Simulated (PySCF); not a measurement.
# C6H10 (1-Butyne, 3,3-dimethyl-): the cost of one run

Computed with PySCF 2.14.0, with density-fitted response routines of our own, on a single molecule in the gas phase. Atoms are numbered from 0 throughout.

## Step 1: The starting structure

16 atoms, charge 0, multiplicity 1; geometry from: MMFF94s. The atoms were then displaced at random by about 0.03 Å, so the start is not that level's minimum.

Bonds of the start (Å): C0–C1 1.17, C1–C2 1.49, C2–C3 1.40, C2–C4 1.54, C2–C5 1.56, C0–H6 1.12, C3–H7 1.09, C3–H8 1.09, C3–H9 1.17, C4–H10 1.07, C4–H11 1.11, C4–H12 1.18, C5–H13 1.12, C5–H14 1.08, C5–H15 1.06.

## Step 2: Relaxing the molecule at PBE0-D3(BJ)/def2-SVP

Job settings and geometry (Å):

```
{"job": {"xc": "PBE0", "basis": "def2-SVP", "d3": "d3bj", "grid": 1, "shake": 0.03, "kind": "geom"}, "charge": 0, "multiplicity": 1}
C      0.496640     2.317860     1.045290
C      0.220560     1.293040     0.557070
C     -0.066970    -0.042000    -0.041070
C     -1.225470    -0.588870     0.524890
C     -0.102870     0.057210    -1.575250
C      1.136850    -0.957610     0.358140
H      0.639640     3.353690     1.449730
H     -1.249590    -0.667360     1.612960
H     -1.540830    -1.573840     0.183720
H     -2.179270     0.047860     0.314140
H     -0.301500    -0.909700    -1.977030
H      0.850280     0.482990    -1.948010
H     -0.993760     0.775920    -1.877080
H      1.191090    -1.061460     1.474610
H      2.094380    -0.628260    -0.009520
H      0.996480    -1.933400    -0.026160
```

Launch:

```bash
$ OMP_NUM_THREADS=1 python probes_run.py task.json out
```

The driver reads the jobs from task.json and runs them one after another.

Q: Estimate the wall time and peak memory of this first job on 1 thread of Arm Neoverse V1, shared host.

About 46 s, with a peak of 0.58 GiB.
